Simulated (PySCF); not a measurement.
**BP from Hartree–Fock to correlated methods**

State: ³Π (triplet), unpaired electrons σ ↑, π ↑. Set-up: PySCF, no relativity, basis sets B 6-31G(d,p), P 6-31G(d,p). De refers to B + P in their high-spin ground configurations, without counterpoise correction. The functionals are run spin-unrestricted. A positive dipole means B(−)P(+).

| Level | Re (Å) | ωe (cm⁻¹) | De (eV) | μ (D) |
| --- | --- | --- | --- | --- |
| ROHF | 1.722 | 1057 | 1.64 | -1.17 |
| ROHF-MP2 | 1.746 | 997 | 2.93 | n/a |
| ROHF-SCS-MP2 | 1.748 | 985 | 2.75 | n/a |
| ROHF-CCSD | 1.749 | 979 | 2.64 | n/a |
| ROHF-CCSD(T) | 1.760 | 948 | 2.85 | n/a |
| LDA | 1.754 | 955 | 4.46 | -0.29 |
| PBE | 1.765 | 935 | 3.84 | -0.37 |
| r²SCAN | 1.750 | 977 | 3.69 | -0.59 |
| r²SCANh | 1.745 | 988 | 3.58 | -0.63 |
| PBE0 | 1.746 | 981 | 3.54 | -0.55 |
| r²SCAN0 | 1.738 | 1003 | 3.42 | -0.69 |
| HSE06 | 1.747 | 977 | 3.53 | -0.54 |

The bond length runs from 1.722 Å (ROHF) to 1.765 Å (PBE). De spans 1.64 eV (ROHF, mean field) to 4.46 eV (LDA, local density). Correlation at CCSD(T) changes the Hartree–Fock bond energy by +1.21 eV; the triples alone change it by +0.21 eV.

Correlated steps freeze 6 core orbitals. Correlated levels converge slowly with the basis: in double zeta they bind strong bonds too weakly, by up to about 1 eV, and carry superposition errors of some tenths. The state was picked by a PBE0 search and need not be the measured ground state.
